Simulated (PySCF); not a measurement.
SMILES [CH2]C(C)C (C4H9), doublet, PBE0/def2-SVP optimised geometry.

```
13

C      0.11     0.81     1.24
C     -0.27     0.08     0.00
C      0.28    -1.35     0.00
C      0.15     0.84    -1.26
H      0.11     1.91     1.26
H      0.20     0.28     2.20
H     -1.38     0.00    -0.03
H     -0.06    -1.90    -0.89
H     -0.06    -1.91     0.89
H      1.38    -1.35     0.00
H     -0.19     0.32    -2.17
H     -0.27     1.86    -1.27
H      1.25     0.93    -1.31
```

Density from unrestricted PBE0/def2-TZVP (PySCF) at that geometry.

Minimum of the electron density along straight lines between bonded atoms, close to the bond critical point (lines longer than 1.1 times the sum of covalent radii, or with two minima, are not listed):

```json
[
 {"bond": "C1–C2", "length / Å": "1.490", "ρ at the minimum / e bohr⁻³": "0.264", "∇²ρ there / e bohr⁻⁵": "-0.70", "position (fraction from the first atom)": "0.51"},
 {"bond": "C2–C3", "length / Å": "1.529", "ρ at the minimum / e bohr⁻³": "0.245", "∇²ρ there / e bohr⁻⁵": "-0.61", "position (fraction from the first atom)": "0.50"},
 {"bond": "C2–C4", "length / Å": "1.529", "ρ at the minimum / e bohr⁻³": "0.245", "∇²ρ there / e bohr⁻⁵": "-0.61", "position (fraction from the first atom)": "0.50"},
 {"bond": "C1–H5", "length / Å": "1.094", "ρ at the minimum / e bohr⁻³": "0.276", "∇²ρ there / e bohr⁻⁵": "-0.95", "position (fraction from the first atom)": "0.65"},
 {"bond": "C1–H6", "length / Å": "1.094", "ρ at the minimum / e bohr⁻³": "0.276", "∇²ρ there / e bohr⁻⁵": "-0.95", "position (fraction from the first atom)": "0.65"},
 {"bond": "C2–H7", "length / Å": "1.114", "ρ at the minimum / e bohr⁻³": "0.265", "∇²ρ there / e bohr⁻⁵": "-0.87", "position (fraction from the first atom)": "0.64"},
 {"bond": "C3–H8", "length / Å": "1.101", "ρ at the minimum / e bohr⁻³": "0.271", "∇²ρ there / e bohr⁻⁵": "-0.91", "position (fraction from the first atom)": "0.64"},
 {"bond": "C3–H9", "length / Å": "1.101", "ρ at the minimum / e bohr⁻³": "0.271", "∇²ρ there / e bohr⁻⁵": "-0.91", "position (fraction from the first atom)": "0.64"},
 {"bond": "C3–H10", "length / Å": "1.102", "ρ at the minimum / e bohr⁻³": "0.271", "∇²ρ there / e bohr⁻⁵": "-0.91", "position (fraction from the first atom)": "0.64"},
 {"bond": "C4–H11", "length / Å": "1.101", "ρ at the minimum / e bohr⁻³": "0.271", "∇²ρ there / e bohr⁻⁵": "-0.91", "position (fraction from the first atom)": "0.64"},
 {"bond": "C4–H12", "length / Å": "1.101", "ρ at the minimum / e bohr⁻³": "0.271", "∇²ρ there / e bohr⁻⁵": "-0.91", "position (fraction from the first atom)": "0.64"},
 {"bond": "C4–H13", "length / Å": "1.102", "ρ at the minimum / e bohr⁻³": "0.271", "∇²ρ there / e bohr⁻⁵": "-0.91", "position (fraction from the first atom)": "0.64"}
]
```
